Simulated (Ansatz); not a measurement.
Isolated molecules relaxed with PBE0-D4/def2-TZVP in Ansatz; ΔE leaves out vibrations. CCSD(T)/CBS is the MP2 limit (def2-TZVPP, def2-QZVPP) plus CCSD(T) − MP2 in def2-TZVPP, frozen cores. This one scheme is used for every species. DFT in def2-TZVPP. HSE06 is defined as in plane-wave codes. Each species was taken in one conformer, which may not be the lowest.

Consider the substitution at a C–C bond: `C#CC(C)(N)N` + H–F → `CC(N)(N)F` + acetylene.

CCSD(T)/CBS gives +0.5 kcal/mol.

Task: Another level gave -0.6 kcal/mol. Which?
A. HSE06-D4/def2-TZVPP
B. SCS-MP2/def2-TZVPP
C. r2SCAN0/def2-TZVPP
D. HSE06/def2-TZVPP

Result: A. HSE06-D4 -0.6, r2SCAN0 -2.9, HSE06 -1.9, SCS-MP2/def2-TZVPP 0.9 kcal/mol.

Largest T1 diagnostic among the species: 0.013.

From r2SCAN to r2SCAN0 (25 % exact exchange), in def2-TZVPP and without D4, ΔE moves by +0.8 kcal/mol. Leaving LDA and LC-ωPBE aside and taking each functional with its dispersion term where it has one, the values, not all of them listed here, spread over 4.6 kcal/mol, from CAM-B3LYP-D4 to revPBE-D4. LDA lies +0.7 kcal/mol from PBE without D4. The D4 term adds +2.3 kcal/mol with B3LYP and +1.3 kcal/mol with PBE0; it sums over pairs of atoms, weighted by their polarisabilities, and B3LYP, whose exchange is more repulsive, gets the larger term.

CCSD(T)/CBS has its own doubt, a few kJ/mol and more with outer-core shells, so smaller differences from it don't rank the levels.

B3LYP here is the variant with VWN-RPA as its local correlation; programs differ in this.
